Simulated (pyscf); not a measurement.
ammonia (NH₃) + silylamine (H₂N–SiH₃) -> H₂N–SiH₂–NH₂ + hydrogen (H₂), a four-centre exchange (singlet surface; H–N, H–Si broken, N–Si, H–H formed). Structures and frequencies: ωB97X-D3(BJ)/def2-SVP in PySCF. Energies in kJ/mol from the separated reactants.

Small-basis levels: PySCF, no dispersion term, spherical d functions. 

Quick SVWN5/6-31G* single points give ΔE‡ = 65.2 kJ/mol and ΔE = -50.3 kJ/mol. What does ωB97M-D3(BJ)/def2-TZVP give, and how far is the quick result from it?

ωB97M-D3(BJ)/def2-TZVP gives ΔE‡ = 138.7 kJ/mol and ΔE = -44.4 kJ/mol. SVWN5/6-31G* lies 73.5 kJ/mol under it in the barrier and 6.0 kJ/mol under it in the reaction energy, so on this step it does not hold to within 12.6 kJ/mol. ωB97M-D3(BJ)/def2-TZVP has limits of its own. At the saddle there is also a short H–Si contact that neither side keeps. This is the saddle that the search found; another between the same sides may lie lower.
